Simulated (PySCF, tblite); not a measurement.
**PH₂O₂−: dynamics, then NMR shifts on frames**

Aim: move PH₂O₂− (`O=[PH2][O-]`) away from its starting geometry and see how NMR shifts follow the geometry.

Computed with tblite 0.8.0 and PySCF 2.14.0, with density-fitted response routines of our own, on a single molecule in the gas phase. Atoms are numbered from 0 throughout.

## 1. Starting geometry

5 atoms, charge -1, multiplicity 1; geometry from: GFN2-xTB.

Bonds of the start (Å): O0–P1 1.48, P1–O2 1.48, P1–H3 1.41, P1–H4 1.41.

## 2. A short Langevin run with GFN2-xTB

The job: settings as JSON, then the geometry in Å.

```
{"job": {"kind": "md", "xc": "GFN2-xTB", "basis": "xTB", "temperature": 400, "steps": 2000, "every": 50, "frames": 5}, "charge": -1, "multiplicity": 1}
O     -0.748185     1.321988     0.003820
P      0.036893     0.069302    -0.005553
O      1.511459     0.161897    -0.059537
H     -0.358676    -0.759932     1.066346
H     -0.432869    -0.790402    -1.022261
```

Level: GFN2-xTB Langevin dynamics, gas phase.

Started as:

```console
> OMP_NUM_THREADS=1 python probes_run.py task.json out
```

One launch serves the whole session: the jobs run in the order shown.

Standard output:

```text
t/fs     T/K      E/eV
    0.0   155.2   -326.32736
   25.0   224.9   -326.27951
   50.0   250.2   -326.22958
   75.0   371.2   -326.23419
  100.0   405.0   -326.21365
  125.0   255.1   -326.08518
  150.0   264.0   -326.22498
  175.0   416.9   -326.24040
  200.0   273.7   -326.14468
  225.0   320.4   -326.19087
  250.0   348.3   -326.25137
  275.0   316.6   -326.23683
  300.0   257.6   -326.14948
  325.0   268.4   -326.23545
  350.0   263.4   -326.19814
  375.0   200.3   -326.24560
  400.0   204.5   -326.24214
  425.0   167.4   -326.22926
  450.0   379.0   -326.24385
  475.0   372.6   -326.28401
  500.0   295.8   -326.24519
  525.0   449.7   -326.20451
  550.0   367.6   -326.09896
  575.0   638.6   -326.20225
  600.0   721.6   -326.22074
  625.0   609.9   -326.14975
  650.0   543.7   -326.17309
  675.0   556.8   -326.14773
  700.0   754.4   -326.24067
  725.0   633.3   -326.19084
  750.0   502.5   -326.16952
  775.0   479.2   -326.12790
  800.0   230.4   -326.04075
  825.0   366.2   -326.01859
  850.0   622.3   -326.19537
  875.0   719.3   -326.18059
  900.0   456.1   -326.15165
  925.0   467.0   -326.21245
  950.0   399.1   -326.20768
  975.0   442.2   -326.18443
 1000.0   509.1   -326.19524
```

It took 3.5 s on 1 thread of Intel Xeon Platinum 8488C, shared host; peak memory 0.18 GiB.

Distance from the start (root mean square after alignment): 0 fs 0.00 Å, 200 fs 0.08 Å, 400 fs 0.05 Å, 600 fs 0.07 Å, 800 fs 0.08 Å, 1000 fs 0.06 Å.

Positions (Å) and forces (eV/Å) at 1000 fs:

```xyz
5

O    -0.716    0.664   -0.993   -0.158    0.064    0.705
P    -0.316   -0.756   -0.995    0.215   -1.343   -1.805
O    -0.716   -1.520   -2.239    0.561    0.577    1.554
H     1.121   -0.832   -0.792   -0.667   -0.079   -0.017
H    -0.664   -1.570    0.163    0.049    0.781   -0.437
```

## 3. NMR shieldings: 250 fs, PBE0/pcSseg-1

The job: settings as JSON, then the geometry in Å.

```
{"job": {"kind": "nmr", "xc": "PBE0", "basis": "pcSseg-1", "pop": false}, "charge": -1, "multiplicity": 1}
O     -1.063100     0.813500     0.570900
P     -0.292400     0.078900    -0.486500
O      1.176900     0.286800    -0.525500
H     -0.565400    -1.290100    -0.661500
H     -0.881600     0.414400    -1.733600
```

With the program's defaults for keys left out, this is: GIAO PBE0/pcSseg-1 NMR shielding, non-relativistic, gas phase.

Standard output:

```text
coarse grid: 5040 points
cycle   1  E = -492.4332758528  dE =  6.061e-01  |g| = 1.211e+00  |ddm| = 2.211e+00
cycle   2  E = -491.6400115672  dE =  7.933e-01  |g| = 2.296e+00  |ddm| = 4.157e+00
cycle   3  E = -492.7088244206  dE = -1.069e+00  |g| = 1.099e-01  |ddm| = 3.383e+00
cycle   4  E = -492.7112912947  dE = -2.467e-03  |g| = 5.789e-02  |ddm| = 1.606e-01
cycle   5  E = -492.7118537167  dE = -5.624e-04  |g| = 2.876e-02  |ddm| = 6.880e-02
cycle   6  E = -492.7119993436  dE = -1.456e-04  |g| = 6.207e-03  |ddm| = 2.451e-02
cycle   7  E = -492.7120068161  dE = -7.472e-06  |g| = 4.605e-04  |ddm| = 6.306e-03
final grid: 45088 points
cycle   8  E = -492.7510011630  dE = -2.760e-06  |g| = 8.029e-03  |ddm| = 1.222e-02
cycle   9  E = -492.7509834406  dE =  1.772e-05  |g| = 1.280e-02  |ddm| = 1.656e-02
cycle  10  E = -492.7510118377  dE = -2.840e-05  |g| = 8.487e-04  |ddm| = 1.044e-02
cycle  11  E = -492.7510119893  dE = -1.516e-07  |g| = 7.539e-05  |ddm| = 8.117e-04
cycle  12  E = -492.7510119902  dE = -9.362e-10  |g| = 4.151e-05  |ddm| = 9.538e-05
cycle  13  E = -492.7510119905  dE = -2.889e-10  |g| = 1.156e-05  |ddm| = 3.704e-05
converged SCF energy = -492.7510119905

GIAO shielding tensors (ppm)
atom      isotropic    diamagn.    paramagn.     s11        s22        s33       span
  0 O      156.373     401.050    -244.678     64.938    131.908    272.272    207.333
  1 P      353.094     964.002    -610.908    215.347    287.252    556.683    341.336
  2 O      159.394     401.231    -241.837     76.589    122.301    279.293    202.704
  3 H       24.045      29.354      -5.309     19.600     21.401     31.133     11.533
  4 H       24.236      28.718      -4.483     19.654     21.780     31.272     11.617
```

Wall time 2 s (1 thread of Intel Xeon Platinum 8488C, shared host); peak memory 0.31 GiB.

The references, computed at this level on geometries of the same kind, shield at (ppm): 1H TMS 31.72, 17O H2O 336.1, 31P H3PO4 318.4. Their shielding less the atom's gives the shift. The references are single molecules in the gas phase, so shifts against H2O, NH3, PH3, H3PO4 or CFCl3 are not on the usual liquid scales and can be off by tens of ppm. Each atom is listed at this fixed geometry, with no averaging over motion; a spectrum would average atoms that exchange fast.

```
atoms                             environment  σ (ppm)  δ (ppm)
   H3  hydrogen on a phosphorus bonded to 2 O    24.04     7.67
   H4  hydrogen on a phosphorus bonded to 2 O    24.24     7.48
   O0            oxygen of a delocalised unit    156.4    179.7
   O2            oxygen of a delocalised unit    159.4    176.7
   P1           phosphorus bonded to 2 O, 2 H    353.1    -34.7
```

## 4. Nuclear shieldings: 425 fs, PBE0/pcSseg-1

The job: settings as JSON, then the geometry in Å.

```
{"job": {"kind": "nmr", "xc": "PBE0", "basis": "pcSseg-1", "pop": false}, "charge": -1, "multiplicity": 1}
O     -1.088000     0.286200     0.584200
P     -0.372900     0.043300    -0.679400
O      1.083500    -0.204000    -0.684700
H     -1.021900    -1.072100    -1.409600
H     -0.766800     1.006100    -1.727800
```

With the program's defaults for keys left out, this is: GIAO PBE0/pcSseg-1 NMR shielding, non-relativistic, gas phase.

Standard output:

```text
coarse grid: 5040 points
cycle   1  E = -492.4395861297  dE =  6.034e-01  |g| = 1.205e+00  |ddm| = 2.212e+00
cycle   2  E = -491.6989756266  dE =  7.406e-01  |g| = 2.242e+00  |ddm| = 3.702e+00
cycle   3  E = -492.7113296544  dE = -1.012e+00  |g| = 1.041e-01  |ddm| = 2.947e+00
cycle   4  E = -492.7137197439  dE = -2.390e-03  |g| = 4.341e-02  |ddm| = 1.474e-01
cycle   5  E = -492.7141517937  dE = -4.320e-04  |g| = 1.100e-02  |ddm| = 5.739e-02
cycle   6  E = -492.7141676470  dE = -1.585e-05  |g| = 6.782e-03  |ddm| = 1.274e-02
cycle   7  E = -492.7141760153  dE = -8.368e-06  |g| = 6.478e-04  |ddm| = 5.269e-03
final grid: 45088 points
cycle   8  E = -492.7535145105  dE = -1.898e-06  |g| = 8.232e-03  |ddm| = 1.202e-02
cycle   9  E = -492.7534962071  dE =  1.830e-05  |g| = 1.308e-02  |ddm| = 1.658e-02
cycle  10  E = -492.7535259373  dE = -2.973e-05  |g| = 8.783e-04  |ddm| = 1.022e-02
cycle  11  E = -492.7535260996  dE = -1.623e-07  |g| = 1.150e-04  |ddm| = 8.563e-04
cycle  12  E = -492.7535261007  dE = -1.144e-09  |g| = 9.044e-05  |ddm| = 1.429e-04
cycle  13  E = -492.7535261022  dE = -1.476e-09  |g| = 6.147e-06  |ddm| = 6.610e-05
cycle  14  E = -492.7535261022  dE = -1.023e-11  |g| = 8.260e-07  |ddm| = 7.123e-06
converged SCF energy = -492.7535261022

GIAO shielding tensors (ppm)
atom      isotropic    diamagn.    paramagn.     s11        s22        s33       span
  0 O      155.626     401.518    -245.893     79.878    130.835    256.164    176.286
  1 P      354.381     964.183    -609.802    216.173    270.768    576.201    360.028
  2 O      152.515     401.647    -249.132     75.257    126.865    255.423    180.166
  3 H       23.792      27.817      -4.024     19.554     21.181     30.643     11.089
  4 H       23.633      27.383      -3.750     19.547     20.879     30.474     10.927
```

Run time: 1.8 s. Hardware: 1 thread of Intel Xeon Platinum 8488C, shared host; peak memory 0.32 GiB.

In short: δ O2 183.6, O0 180.5, P1 -36.0, H4 8.08, H3 7.92 ppm.

## 5. Nuclear shieldings: 625 fs, PBE0/pcSseg-1

The job: settings as JSON, then the geometry in Å.

```
{"job": {"kind": "nmr", "xc": "PBE0", "basis": "pcSseg-1", "pop": false}, "charge": -1, "multiplicity": 1}
O     -0.907600     0.206500    -0.470800
P     -0.120200    -0.370600    -1.604200
O      0.696400    -1.609600    -1.440200
H     -0.985000    -0.571300    -2.866800
H      0.753000     0.641000    -2.122800
```

With the program's defaults for keys left out, this is: GIAO PBE0/pcSseg-1 NMR shielding, non-relativistic, gas phase.

Standard output:

```text
coarse grid: 5040 points
cycle   1  E = -492.4358687881  dE =  5.426e-01  |g| = 1.213e+00  |ddm| = 2.193e+00
cycle   2  E = -491.6108406674  dE =  8.250e-01  |g| = 2.323e+00  |ddm| = 3.870e+00
cycle   3  E = -492.7128573415  dE = -1.102e+00  |g| = 1.082e-01  |ddm| = 3.127e+00
cycle   4  E = -492.7154464288  dE = -2.589e-03  |g| = 4.618e-02  |ddm| = 1.547e-01
cycle   5  E = -492.7159179905  dE = -4.716e-04  |g| = 1.466e-02  |ddm| = 6.017e-02
cycle   6  E = -492.7159472119  dE = -2.922e-05  |g| = 8.156e-03  |ddm| = 1.567e-02
cycle   7  E = -492.7159595950  dE = -1.238e-05  |g| = 6.034e-04  |ddm| = 6.540e-03
cycle   8  E = -492.7159596814  dE = -8.645e-08  |g| = 1.014e-04  |ddm| = 7.910e-04
final grid: 45088 points
cycle   9  E = -492.7551249219  dE = -2.941e-06  |g| = 7.719e-03  |ddm| = 1.118e-02
cycle  10  E = -492.7551081394  dE =  1.678e-05  |g| = 1.240e-02  |ddm| = 1.575e-02
cycle  11  E = -492.7551349485  dE = -2.681e-05  |g| = 8.551e-04  |ddm| = 9.799e-03
cycle  12  E = -492.7551351042  dE = -1.557e-07  |g| = 8.589e-05  |ddm| = 8.229e-04
cycle  13  E = -492.7551351049  dE = -7.290e-10  |g| = 6.736e-05  |ddm| = 1.127e-04
cycle  14  E = -492.7551351057  dE = -8.174e-10  |g| = 7.150e-06  |ddm| = 5.063e-05
converged SCF energy = -492.7551351057

GIAO shielding tensors (ppm)
atom      isotropic    diamagn.    paramagn.     s11        s22        s33       span
  0 O      133.756     403.980    -270.224     62.565    127.491    211.213    148.648
  1 P      339.887     963.979    -624.092    193.724    273.335    552.601    358.877
  2 O      130.492     401.463    -270.971     62.246    112.375    216.855    154.609
  3 H       23.128      25.079      -1.951     18.764     20.617     30.003     11.239
  4 H       23.795      28.640      -4.845     18.955     21.464     30.966     12.011
```

Run time: 1.7 s. Hardware: 1 thread of Intel Xeon Platinum 8488C, shared host; peak memory 0.32 GiB.

This run: δ O2 205.6, O0 202.3, P1 -21.5, H3 8.59, H4 7.92 ppm.

## 6. Nuclear shieldings: 800 fs, PBE0/pcSseg-1

The job: settings as JSON, then the geometry in Å.

```
{"job": {"kind": "nmr", "xc": "PBE0", "basis": "pcSseg-1", "pop": false}, "charge": -1, "multiplicity": 1}
O     -0.813700     0.172400    -1.355600
P      0.045700    -0.910600    -1.785800
O     -0.413200    -2.248900    -1.599500
H      0.639200    -0.668700    -3.140600
H      1.202300    -0.822800    -1.119600
```

Level: GIAO PBE0/pcSseg-1 NMR shielding, non-relativistic, gas phase.

Standard output:

```text
coarse grid: 5040 points
cycle   1  E = -492.4189631367  dE =  7.941e-01  |g| = 1.217e+00  |ddm| = 2.254e+00
cycle   2  E = -491.7741601109  dE =  6.448e-01  |g| = 2.155e+00  |ddm| = 3.730e+00
cycle   3  E = -492.6930755900  dE = -9.189e-01  |g| = 1.050e-01  |ddm| = 2.922e+00
cycle   4  E = -492.6952744416  dE = -2.199e-03  |g| = 5.173e-02  |ddm| = 1.471e-01
cycle   5  E = -492.6957590592  dE = -4.846e-04  |g| = 2.242e-02  |ddm| = 6.154e-02
cycle   6  E = -492.6958440428  dE = -8.498e-05  |g| = 5.817e-03  |ddm| = 1.926e-02
cycle   7  E = -492.6958503920  dE = -6.349e-06  |g| = 4.177e-04  |ddm| = 5.466e-03
final grid: 45088 points
cycle   8  E = -492.7352012031  dE = -2.470e-06  |g| = 8.330e-03  |ddm| = 1.190e-02
cycle   9  E = -492.7351844966  dE =  1.671e-05  |g| = 1.283e-02  |ddm| = 1.647e-02
cycle  10  E = -492.7352126922  dE = -2.820e-05  |g| = 7.237e-04  |ddm| = 1.011e-02
cycle  11  E = -492.7352128001  dE = -1.080e-07  |g| = 6.734e-05  |ddm| = 7.135e-04
cycle  12  E = -492.7352128007  dE = -5.193e-10  |g| = 5.079e-05  |ddm| = 9.529e-05
cycle  13  E = -492.7352128011  dE = -4.467e-10  |g| = 7.590e-06  |ddm| = 3.912e-05
converged SCF energy = -492.7352128011

GIAO shielding tensors (ppm)
atom      isotropic    diamagn.    paramagn.     s11        s22        s33       span
  0 O      161.053     403.992    -242.940     82.146    146.707    254.305    172.159
  1 P      364.845     966.988    -602.143    228.813    301.894    563.827    335.013
  2 O      165.911     398.642    -232.731     95.588    144.695    257.451    161.864
  3 H       23.770      26.551      -2.781     19.809     20.828     30.671     10.862
  4 H       25.123      33.324      -8.201     20.232     22.520     32.617     12.386
```

Run time: 2.1 s. Hardware: 1 thread of Intel Xeon Platinum 8488C, shared host; peak memory 0.32 GiB.

In short: δ O0 175.0, O2 170.2, P1 -46.5, H3 7.95, H4 6.59 ppm.

## 7. Shielding tensors: 1000 fs, PBE0/pcSseg-1

The job: settings as JSON, then the geometry in Å.

```
{"job": {"kind": "nmr", "xc": "PBE0", "basis": "pcSseg-1", "pop": false}, "charge": -1, "multiplicity": 1}
O     -0.715600     0.663800    -0.992500
P     -0.315800    -0.755700    -0.994500
O     -0.716200    -1.520000    -2.238600
H      1.121400    -0.831600    -0.792500
H     -0.664000    -1.569900     0.162700
```

Level: GIAO PBE0/pcSseg-1 NMR shielding, non-relativistic, gas phase.

Standard output:

```text
coarse grid: 5040 points
cycle   1  E = -492.4235225795  dE =  5.796e-01  |g| = 1.225e+00  |ddm| = 2.193e+00
cycle   2  E = -491.5060553701  dE =  9.175e-01  |g| = 2.412e+00  |ddm| = 4.349e+00
cycle   3  E = -492.7078666394  dE = -1.202e+00  |g| = 1.205e-01  |ddm| = 3.621e+00
cycle   4  E = -492.7103229102  dE = -2.456e-03  |g| = 8.280e-02  |ddm| = 1.828e-01
cycle   5  E = -492.7114285436  dE = -1.106e-03  |g| = 3.699e-02  |ddm| = 8.721e-02
cycle   6  E = -492.7116791064  dE = -2.506e-04  |g| = 6.189e-03  |ddm| = 3.119e-02
cycle   7  E = -492.7116870486  dE = -7.942e-06  |g| = 5.149e-04  |ddm| = 7.019e-03
final grid: 45088 points
cycle   8  E = -492.7505921071  dE = -2.335e-06  |g| = 8.150e-03  |ddm| = 1.209e-02
cycle   9  E = -492.7505731953  dE =  1.891e-05  |g| = 1.312e-02  |ddm| = 1.701e-02
cycle  10  E = -492.7506032582  dE = -3.006e-05  |g| = 9.207e-04  |ddm| = 1.070e-02
cycle  11  E = -492.7506034389  dE = -1.807e-07  |g| = 1.041e-04  |ddm| = 8.825e-04
cycle  12  E = -492.7506034397  dE = -8.329e-10  |g| = 8.745e-05  |ddm| = 1.379e-04
cycle  13  E = -492.7506034411  dE = -1.376e-09  |g| = 7.010e-06  |ddm| = 6.555e-05
cycle  14  E = -492.7506034411  dE = -1.023e-11  |g| = 8.635e-07  |ddm| = 8.280e-06
converged SCF energy = -492.7506034411

GIAO shielding tensors (ppm)
atom      isotropic    diamagn.    paramagn.     s11        s22        s33       span
  0 O      151.965     401.777    -249.811     77.802    129.554    248.540    170.737
  1 P      346.626     962.938    -616.312    208.404    286.028    545.445    337.041
  2 O      133.068     396.914    -263.847     42.503    112.490    244.211    201.708
  3 H       23.808      29.328      -5.520     19.311     21.193     30.920     11.609
  4 H       23.561      28.827      -5.266     19.148     20.847     30.688     11.540
```

Run time: 2.3 s. Hardware: 1 thread of Intel Xeon Platinum 8488C, shared host; peak memory 0.32 GiB.

This run: δ O2 203.0, O0 184.1, P1 -28.3, H4 8.16, H3 7.91 ppm.

## 8. Side by side: NMR shifts

Shifts (ppm), with basis size and wall time:

```
  frame    H3    H4     O0     O2     P1  functions   time
 250 fs  7.67  7.48  179.7  176.7  -34.7         68    2 s
 425 fs  7.92  8.08  180.5  183.6  -36.0         68  1.8 s
 625 fs  8.59  7.92  202.3  205.6  -21.5         68  1.7 s
 800 fs  7.95  6.59  175.0  170.2  -46.5         68  2.1 s
1000 fs  7.91  8.16  184.1  203.0  -28.3         68  2.3 s
```

## 9. Summary of results

| quantity | value |
| --- | --- |
| thermostat | 400 K |
| mean temperature, second half | 513 K |
| mean potential energy above the minimum | 0.16 eV |
| 1H shifts against TMS (PBE0/pcSseg-1, 250 fs) | 7.67, 7.48 ppm |
| 17O shifts against H2O (PBE0/pcSseg-1, 250 fs) | 179.7, 176.7 ppm |
| 31P shifts against H3PO4 (PBE0/pcSseg-1, 250 fs) | -34.7 ppm |
| range of the shift of O2 | 170.2 to 205.6 ppm |

In the second half the potential energy averages 0.16 eV above the minimum; equipartition over 9 harmonic modes at 400 K would give 0.16 eV. With 5 atoms the temperature swings widely (155 to 754 K). Shifts at one fixed geometry are not the observed spectrum, which averages over the motion. In the first frame run (250 fs): The widest tensor belongs to P1: span 341 ppm, with a paramagnetic part of -611 ppm. In ppm, O2 moves most: its shift spreads over 35.4 ppm, from 170.2 (800 fs) to 205.6 (625 fs).
